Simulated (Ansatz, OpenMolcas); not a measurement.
CH2N2 (methanediimine): from total energies to a heat of formation

CH2N2 has 5 atoms, charge 0, and is taken as a singlet. As SMILES, `N=C=N`. The shape is that of a PBE0-D4/def2-TZVP optimisation.

Total energies at r2SCAN/def2-TZVP (OpenMolcas 26.06); the atoms run unrestricted:

| species | state | energy (Eh) |
| --- | --- | --- |
| CH2N2 | singlet | -148.765831 |
| N | quartet | -54.581018 |
| C | triplet | -37.832933 |
| H | doublet | -0.499927 |

Harmonic wavenumbers at PBE0-D4/def2-TZVP, in cm⁻¹: 548, 551, 727, 909, 910, 1307, 2257, 3624, 3627.

Measured heats of formation of the gaseous atoms at 298.15 K, in kJ/mol: N 472.4, C 716.9, H 218.0. Take 1 Eh = 2625.50 kJ/mol, 1 cm⁻¹ = 0.0119627 kJ/mol, RT = 2.479 kJ/mol.

Problem. Work out the heat of formation of the gas at 298 K.

Solution. 
1. Electronic atomisation energy: 2 × (-54.581018) + (-37.832933) + 2 × (-0.499927) − (-148.765831) = 0.771008 Eh = 2024.3 kJ/mol.
2. Zero-point energy: half the sum of the wavenumbers, 7230 cm⁻¹ = 86.5 kJ/mol.
3. Thermal vibrational enthalpy, Σ hcν̃/(exp(hcν̃/kT) − 1): 1.6 kJ/mol. Translation, rotation and pV of a non-linear molecule: 4 RT = 9.9 kJ/mol.
4. The 5 free atoms carry 5/2 RT each: 31.0 kJ/mol.
5. Atomisation enthalpy at 298 K: 2024.3 − 86.5 − 1.6 − 9.9 + 31.0 = 1957.3 kJ/mol.
6. Sum of the atoms' heats of formation: 2097.7 kJ/mol. Heat of formation: 2097.7 − 1957.3 = +140.4 kJ/mol.

No measured value is set beside it here. Anharmonicity and any spin-orbit splitting of the molecule are left out.
